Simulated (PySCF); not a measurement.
Species: C3H5FO2.
Numbering: `[CH3:1][O:2][C@@H:3]1[O:4][C@H:5]1[F:6]` (hydrogens: H7, H8, H9 on C1; H10 on C3; H11 on C5)

Computed, not measured: PBE0-D3(BJ)/def2-SVP geometry optimisation, gas phase in PySCF 2.14.0.

Problem. What internal coordinates does the optimisation give?

Solution. 
| bond | length (Å) |
| --- | --- |
| C1–O2 | 1.408 |
| O2–C3 | 1.353 |
| C3–O4 | 1.429 |
| O4–C5 | 1.378 |
| C5–F6 | 1.344 |
| C3–C5 | 1.450 |
| C1–H7, C1–H8, C1–H9 | 1.102 |
| C3–H10 | 1.102 |
| C5–H11 | 1.098 |

Bonds in one row agree within 0.01 Å and their mean is given. A selection of angles:
| angle | degrees |
| --- | --- |
| O2–C1–H7 | 107.4 |
| O2–C1–H8 | 111.3 |
| H7–C1–H8 | 109.1 |
| C1–O2–C3 | 113.9 |
| O2–C3–O4 | 117.3 |
| O2–C3–C5 | 119.5 |
| O2–C3–H10 | 116.0 |
| O4–C3–C5 | 57.2 |
| O4–C3–H10 | 113.4 |
| C5–C3–H10 | 119.7 |
| C3–O4–C5 | 62.2 |
| O4–C5–F6 | 115.7 |
| O4–C5–H11 | 117.3 |
| F6–C5–H11 | 111.7 |
| C3–C5–O4 | 60.6 |
| C3–C5–F6 | 119.8 |
| C3–C5–H11 | 122.2 |

Torsions: C1–O2–C3–O4 -81° (synclinal); O2–C3–O4–C5 -109° (anticlinal); C3–O4–C5–F6 -111° (anticlinal); O2–C3–C5–O4 105° (anticlinal).

The 3-membered ring C3–O4–C5 has internal angles of 57.2° to 62.2°. O4 (epoxide oxygen) is bent (angle 62.2°). The 4 C–O bonds span 1.353 Å (O2–C3, drawn single) to 1.429 Å (C3–O4, drawn single), a spread of 0.076 Å. Of the pairs four or more bonds apart, H9···H10 is among the closest relative to their van der Waals radii: 2.47 Å, 103 % of the sum of Bondi's values.

Point group: C1 (no symmetry element, even within 0.4 Å). Whether it is a minimum is left open (no frequencies). One conformer, not necessarily the lowest.
